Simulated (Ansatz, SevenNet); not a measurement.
For 1T (CdI2-type) TaS₂ (undistorted form, which takes a superstructure on cooling), the machine-learned potential SevenNet-l3i5 (trained on PBE and PBE+U data) gives:

```
Quantity                          Value
------------------------------  -------
equilibrium lattice constant a  3.376 Å
lattice parameter c             6.715 Å
```

Question: What does PBE0 (Ansatz, a program for electronic structure, PAW) give for the same quantities?

Answer: 
- lattice constant a: 3.355 Å (falls by 0.6 %)
- lattice parameter c: 6.537 Å (decreases by 2.7 %)

Changes are worked out from the printed values.

Unless a cell is named, each level is at its own relaxed cell (SevenNet-l3i5 22.10, PBE0 21.24 Å³/atom).

Levels without +SOC leave out spin–orbit coupling, which shifts energies and cells of such heavy elements.

Caveats: the cell comes from a level without a dispersion term, which matters for the spacing of layers, chains or molecules (PBE0); the cell has another shape than the first-principles one, perhaps another minimum in the same group (SevenNet-l3i5). Ansatz's density-functional and Hartree–Fock values are scalar-relativistic unless marked +SOC, with PAW data made under PBE.
